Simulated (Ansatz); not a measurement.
The input, for Ansatz 0.2.0:

```yaml
crystal:
  periodic: [false, false, false]
  atoms:
    - {symbol: F, position_ang: [0.000000, 0.000000, 2.747900]}
    - {symbol: Mg, position_ang: [0.000000, 0.000000, -0.530100]}
    - {symbol: H, position_ang: [0.000000, 0.000000, -2.217800]}
basis:
  gaussian: {orbitals: 6-31G}
correlation: {method: fic_mrcisd_q, electrons: outside_noble_gas, active_space: {window: {electrons: 2, orbitals: 2}}}
```

```sh
$ ansatz run in.yaml --threads 1 --pin off --events-out ev --progress --plain --max-ram 2393MiB
```

Log:

```
239 factors; integrals over basis functions are off by at most 4.2e-4 eV
mean field evaluation 1: about -8145.3366 eV, gradient 4.0e1 eV
mean field evaluation 2: about -8145.3449 eV, gradient 4.0e1 eV
mean field evaluation 4: about -8148.6606 eV, gradient 3.1e0 eV
mean field evaluation 8: about -8148.7267 eV, gradient 6.9e-2 eV
mean field -8148.72678116 eV, -299.4601858021 hartree, gradient 1.6e-6 eV, S^2 0.000000; 0 other end points of the search recorded, 0 dependent functions left out; unrestricted orbitals would lower it
reference -8148.72678116 eV, -299.4601858021 hartree; 11, 11 occupied and 13, 13 virtual orbitals, 239 factors
state -8150.04598244 eV, -299.5086655551 hartree
contracted CI cycle   1: correlation 0.00000000 eV, 0.0000000000 hartree, residual 1.81e1 eV
contracted CI cycle   2: correlation -2.99994215 eV, -0.1102458407 hartree, residual 2.94e0 eV
contracted CI cycle   3: correlation -3.13636508 eV, -0.1152592906 hartree, residual 8.96e-1 eV
contracted CI cycle   4: correlation -3.15370294 eV, -0.1158964455 hartree, residual 3.59e-1 eV
contracted CI cycle   5: correlation -3.15704496 eV, -0.1160192623 hartree, residual 1.84e-1 eV
contracted CI cycle   6: correlation -3.15778793 eV, -0.1160465661 hartree, residual 8.17e-2 eV
contracted CI cycle   7: correlation -3.15794978 eV, -0.1160525140 hartree, residual 3.93e-2 eV
contracted CI cycle   8: correlation -3.15800094 eV, -0.1160543941 hartree, residual 2.42e-2 eV
contracted CI cycle   9: correlation -3.15801117 eV, -0.1160547699 hartree, residual 1.00e-2 eV
contracted CI cycle  10: correlation -3.15801359 eV, -0.1160548590 hartree, residual 3.32e-3 eV
contracted CI cycle  11: correlation -3.15801381 eV, -0.1160548671 hartree, residual 1.40e-3 eV
state -8150.04598244 eV, -299.5086655551 hartree; corrected -8153.36054092 eV, -299.6304733324 hartree
Total energy: -8153.36054092 eV, -299.6304733324 hartree
```

Natural occupations: 1.6472 0.3528.

For the same geometry and basis full CI lies 201.0 meV lower.

Ran on 1 thread of Arm Neoverse V1, shared host: 0.33 s wall, 0.14 GiB peak host memory.
